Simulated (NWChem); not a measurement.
Molecule: C₂H₃F; SMILES C=CF

Program: NWChem. All runs use the structure optimised with PBE0/def2-SVP. Ions are spin-unrestricted doublets at the neutral geometry; other ion states weren't tried. Functional: LC-ωPBE (HJS hole) with def2-SVP; rows give the range parameter ω in 1/bohr.

For range parameter (1/bohr) 0.15:

```yaml
"−ε(HOMO) (eV)": 8.39
```

Problem. Estimate the same quantities for range parameter (1/bohr) 0.80.

Solution. 
* **−ε(HOMO) (eV)**: 11.27
